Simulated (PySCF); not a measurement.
Isomers of C6H12, from PySCF 2.14.0, PBE0-D3(BJ)/def2-SVP geometry optimisation, gas phase. One conformer each, no zero-point energy, no frequencies.

Question: Which is lower in electronic energy at this level?
A. `[CH3:1][CH2:2][CH2:3][CH:4]1[CH2:5][CH2:6]1` with C1–C2–C3–C4 180°, C2–C3–C4–C5 84°: A = 10457, B = 1617, C = 1543 MHz, dipole 0.13 D
B. `[CH2:1]1[CH2:2][CH2:3][CH2:4][CH2:5][CH2:6]1` with C6–C1–C2–C3 54°, C1–C2–C3–C4 -54°, C2–C3–C4–C5 54°, C3–C4–C5–C6 -54° (cyclohexane): A = 4328, B = 4326, C = 2471 MHz, dipole 0.00 D

Answer: B. That is cyclohexane (`C1CCCCC1`), 27.3 kcal/mol below the other.

| SMILES | mapped SMILES | E (Eh) | relative (kcal/mol) | relative (kJ/mol) | dipole (D) |
| --- | --- | --- | --- | --- | --- |
| C1CCCCC1 | [CH2:1]1[CH2:2][CH2:3][CH2:4][CH2:5][CH2:6]1 | -235.43651 | 0.0 | 0.0 | 0.00 |
| CCCC1CC1 | [CH3:1][CH2:2][CH2:3][CH:4]1[CH2:5][CH2:6]1 | -235.39304 | 27.3 | 114.1 | 0.13 |

As drawn, the higher has a three-membered ring, which the lower lacks.
